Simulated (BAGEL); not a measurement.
# C3H4FN (SMILES [H]/N=C(\F)C=C): HF/STO-3G (density fitting with qzvpp-jkfit)

Aim: the vertical ionisation energy of C3H4FN at HF/STO-3G (density fitting with qzvpp-jkfit), from 2 runs. 

Program for the calculation: BAGEL 1.2.2.

**1. The molecule**

C3H4FN: 9 atoms, total charge 0, spin state singlet. SMILES: `[H]/N=C(\F)C=C`. The coordinates come from a PBE0-D4/def2-TZVP relaxation. This is one conformer, not always the lowest.

Bond lengths: C1–C2 1.328 Å, C2–C3 1.457 Å, C3–N4 1.252 Å, C3–F5 1.351 Å, C1–H6 1.083 Å, C1–H7 1.083 Å, C2–H8 1.083 Å, N4–H9 1.018 Å. Angles: C1–C2–C3 123.8°, C2–C3–N4 124.1°, C2–C3–F5 113.6°, N4–C3–F5 122.3°, C1–C2–H8 122.2°, C3–C2–H8 114.0°, C2–C1–H6 120.9°, C2–C1–H7 121.5°, C3–N4–H9 111.7°, H6–C1–H7 117.6°.

**2. The energy at HF/STO-3G (density fitting with qzvpp-jkfit)**

File job.json:

```json
{ "bagel": [

{
  "title": "molecule",
  "basis": "sto-3g",
  "df_basis": "qzvpp-jkfit",
  "angstrom": "true",
  "geometry": [
    { "atom": "C", "xyz": [   -0.024500,    0.153200,   -1.566100 ] },
    { "atom": "C", "xyz": [    0.150100,   -0.509500,   -0.429000 ] },
    { "atom": "C", "xyz": [   -0.020000,    0.085300,    0.889900 ] },
    { "atom": "N", "xyz": [    0.143400,   -0.534100,    1.965100 ] },
    { "atom": "F", "xyz": [   -0.376000,    1.387900,    0.854800 ] },
    { "atom": "H", "xyz": [    0.114700,   -0.336200,   -2.522000 ] },
    { "atom": "H", "xyz": [   -0.310000,    1.198000,   -1.573300 ] },
    { "atom": "H", "xyz": [    0.435500,   -1.554200,   -0.408600 ] },
    { "atom": "H", "xyz": [   -0.024500,    0.063400,    2.772000 ] }
  ]
},
{
  "title": "hf"
},
{
  "title": "print",
  "file": "orbitals.molden",
  "orbitals": "true"
}

]}
```

Command:

```console
$ BAGEL_NUM_THREADS=1 BAGEL job.json > job.out
```

What it wrote:

```text
* using 1 threads per process

  ===============================================================
  ===============================================================

  *** Geometry ***

  { "atom" : "C", "xyz" : [     -0.046298,      0.289506,     -2.959500 ] },
  { "atom" : "C", "xyz" : [      0.283648,     -0.962815,     -0.810693 ] },
  { "atom" : "C", "xyz" : [     -0.037795,      0.161194,      1.681667 ] },
  { "atom" : "N", "xyz" : [      0.270987,     -1.009303,      3.713501 ] },
  { "atom" : "F", "xyz" : [     -0.710537,      2.622751,      1.615338 ] },
  { "atom" : "H", "xyz" : [      0.216752,     -0.635326,     -4.765889 ] },
  { "atom" : "H", "xyz" : [     -0.585815,      2.263892,     -2.973106 ] },
  { "atom" : "H", "xyz" : [      0.822976,     -2.937012,     -0.772142 ] },
  { "atom" : "H", "xyz" : [     -0.046298,      0.119809,      5.238321 ] },

  Number of auxiliary basis functions:      451

  Since a DF basis is specified, we compute 2- and 3-index integrals:
    o Being stored without compression. Storage requirement is 0.003 GB

  Number of basis functions:       29
  Number of electrons      :       38

    * METHOD: MOLECULE                             0.12

  *** RHF ***

  === Nuclear Repulsion ===
   161.5620718595

      * DIIS with orbital gradients will be used.

  === RHF iteration (sto-3g) ===
      0       -266.10950094          0.02187579           0.01
      1       -266.21040117          0.01092765           0.01
      2       -266.23549454          0.00175912           0.01
      3       -266.23707179          0.00063209           0.01
      4       -266.23731985          0.00020131           0.01
      5       -266.23735226          0.00003793           0.01
      6       -266.23735316          0.00001207           0.01
      7       -266.23735322          0.00000503           0.01
      8       -266.23735323          0.00000113           0.01
      9       -266.23735323          0.00000028           0.01
     10       -266.23735323          0.00000009           0.01
     11       -266.23735323          0.00000004           0.01
     12       -266.23735323          0.00000002           0.01
     13       -266.23735323          0.00000001           0.01
    * SCF iteration converged.

    * Permanent dipole moment:
           (    0.089982,    -0.337097,     0.391245) a.u.

    * METHOD: HF                                   0.24

    * METHOD: PRINT                                0.00

  ===============================================================
```

Run time: 0.52 s. Hardware: 1 thread of Arm Neoverse V2, shared host; peak memory 0.081 GiB.

**3. The doublet cation**

File calc.json:

```json
{ "bagel": [

{
  "title": "molecule",
  "basis": "sto-3g",
  "df_basis": "qzvpp-jkfit",
  "angstrom": true,
  "geometry": [
    { "atom": "C", "xyz": [   -0.024500,    0.153200,   -1.566100 ] },
    { "atom": "C", "xyz": [    0.150100,   -0.509500,   -0.429000 ] },
    { "atom": "C", "xyz": [   -0.020000,    0.085300,    0.889900 ] },
    { "atom": "N", "xyz": [    0.143400,   -0.534100,    1.965100 ] },
    { "atom": "F", "xyz": [   -0.376000,    1.387900,    0.854800 ] },
    { "atom": "H", "xyz": [    0.114700,   -0.336200,   -2.522000 ] },
    { "atom": "H", "xyz": [   -0.310000,    1.198000,   -1.573300 ] },
    { "atom": "H", "xyz": [    0.435500,   -1.554200,   -0.408600 ] },
    { "atom": "H", "xyz": [   -0.024500,    0.063400,    2.772000 ] }
  ]
},
{ "title": "uhf", "charge": 1, "nopen": 1 },
{ "title": "print", "file": "orbitals.molden", "orbitals": true }

]}
```

Command:

```console
$ BAGEL_NUM_THREADS=1 BAGEL calc.json > calc.out
```

What it wrote:

```text
* using 1 threads per process

  ===============================================================
  ===============================================================

  *** Geometry ***

  { "atom" : "C", "xyz" : [     -0.046298,      0.289506,     -2.959500 ] },
  { "atom" : "C", "xyz" : [      0.283648,     -0.962815,     -0.810693 ] },
  { "atom" : "C", "xyz" : [     -0.037795,      0.161194,      1.681667 ] },
  { "atom" : "N", "xyz" : [      0.270987,     -1.009303,      3.713501 ] },
  { "atom" : "F", "xyz" : [     -0.710537,      2.622751,      1.615338 ] },
  { "atom" : "H", "xyz" : [      0.216752,     -0.635326,     -4.765889 ] },
  { "atom" : "H", "xyz" : [     -0.585815,      2.263892,     -2.973106 ] },
  { "atom" : "H", "xyz" : [      0.822976,     -2.937012,     -0.772142 ] },
  { "atom" : "H", "xyz" : [     -0.046298,      0.119809,      5.238321 ] },

  Number of auxiliary basis functions:      451

  Since a DF basis is specified, we compute 2- and 3-index integrals:
    o Being stored without compression. Storage requirement is 0.003 GB

  Number of basis functions:       29
  Number of electrons      :       38

    * METHOD: MOLECULE                             0.12

  *** Open-shell HF ***

  === Nuclear Repulsion ===
   161.5620718595

      * DIIS with orbital gradients will be used.

  === UHF iteration (sto-3g) ===
      0       -265.76339652          0.05120534           0.02
      1       -265.92056475          0.02375851           0.02
      2       -265.95174807          0.01182954           0.02
      3       -265.96216013          0.00196394           0.02
      4       -265.96600362          0.00113139           0.02
      5       -265.96798934          0.00091531           0.03
      6       -265.97006597          0.00062043           0.03
      7       -265.97088277          0.00027374           0.02
      8       -265.97094481          0.00014866           0.03
      9       -265.97095976          0.00009886           0.02
     10       -265.97097002          0.00004784           0.02
     11       -265.97097635          0.00001857           0.03
     12       -265.97097689          0.00000916           0.03
     13       -265.97097703          0.00000443           0.03
     14       -265.97097706          0.00000255           0.03
     15       -265.97097707          0.00000129           0.03
     16       -265.97097707          0.00000031           0.02
     17       -265.97097707          0.00000016           0.03
     18       -265.97097707          0.00000008           0.03
     19       -265.97097707          0.00000005           0.03
     20       -265.97097707          0.00000003           0.02
     21       -265.97097707          0.00000002           0.02
     22       -265.97097707          0.00000001           0.02
    * SCF iteration converged.

    * S^2 (UHF) is 0.9665

    * Permanent dipole moment:
           (   -0.055236,     0.178290,     1.137488) a.u.

    * METHOD: UHF                                  0.65

    * METHOD: PRINT                                0.00

  ===============================================================
```

Run time: 0.93 s. Hardware: 1 thread of Arm Neoverse V2, shared host; peak memory 0.081 GiB.

**4. Outcome**

At HF/STO-3G (density fitting with qzvpp-jkfit):

| quantity | value |
| --- | --- |
| singlet C3H4FN: total energy | -266.23735 Eh |
| singlet C3H4FN: dipole moment | 1.33 D |
| singlet C3H4FN: HOMO energy | -8.48 eV |
| singlet C3H4FN: LUMO energy | 6.13 eV |
| singlet C3H4FN: HOMO–LUMO gap | 14.61 eV |
| doublet cation: total energy | -265.97098 Eh |
| doublet cation: ⟨S²⟩ | 0.967 |
| vertical ionisation energy (to the doublet cation) | 7.248 eV |

Removing an electron at fixed nuclei costs 7.25 eV (167 kcal/mol). The negative HOMO energy of the first species, 8.48 eV, lies 1.24 eV above that difference. In a minimal basis such a difference can be off by several eV, whatever the method. ⟨S²⟩ (doublet cation) is 0.97 where a pure doublet has 0.75: the reference is spin-contaminated.
